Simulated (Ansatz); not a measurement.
Molecule: cyclopropane, C3H6, charge 0, multiplicity 1. 
Structure (B3LYP-D3(BJ)/def2-TZVP (Ansatz, a first-principles code) minimum search):
```
C
H 1 1.0816
H 1 1.0816 2 114.23
C 1 1.5034 2 118.05 3 -145.49
H 4 1.0816 1 118.05 2 0.00
H 4 1.0816 5 114.23 1 -145.49
C 1 1.5034 2 118.05 3 145.49
H 7 1.0816 1 118.05 2 -144.17
H 7 1.0816 8 114.23 1 -145.49
```
Charge 0, spin multiplicity 1.

Basis-set convergence of Hartree-Fock and MP2 correlation energies (hartree) with Ansatz. Valence correlation only, unless marked. No spin-orbit coupling. No relativistic terms.

```csv
basis,functions,E(HF),"E(corr, MP2)"
aug-cc-pVDZ,123,-117.07137,-0.43823
aug-cc-pVTZ,276,(withheld),(withheld)
```

Question: Complete the blanks.

Answer: 
- aug-cc-pVTZ, E(HF): -117.10183
- aug-cc-pVTZ, E(corr, MP2): -0.52356
